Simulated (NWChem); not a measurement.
System: Li$_{2}$; SMILES [Li][Li]

The following NWChem deck was run.

```
start job
memory heap 200 mb stack 900 mb global 1100 mb
geometry units angstroms noautosym nocenter noautoz
  Li     0.000000     0.000000    -1.363455
  Li     0.000000     0.000000     1.363455
end
basis spherical
  * library def2-svp
end
dft
  xc b3lyp
  iterations 150
  vectors input atomic output neutral.movecs
end
task dft energy
charge 1
dft
  odft
  mult 2
  vectors input atomic output cation.movecs
end
task dft energy
```

All runs use the structure optimised with B3LYP/6-31G* (spherical d).

Ions are spin-unrestricted doublets at the neutral geometry; other ion states weren't tried.

### Question
What results follow from this input? (B3LYP/def2-SVP, vertical spin-unrestricted ions.) Quantities: vertical ionisation energy, ΔSCF (eV); −ε(HOMO) (eV).

### Answer
| Item | Result |
|---|---|
| vertical ionisation energy, ΔSCF (eV) | 5.31 |
| −ε(HOMO) (eV) | 3.60 |
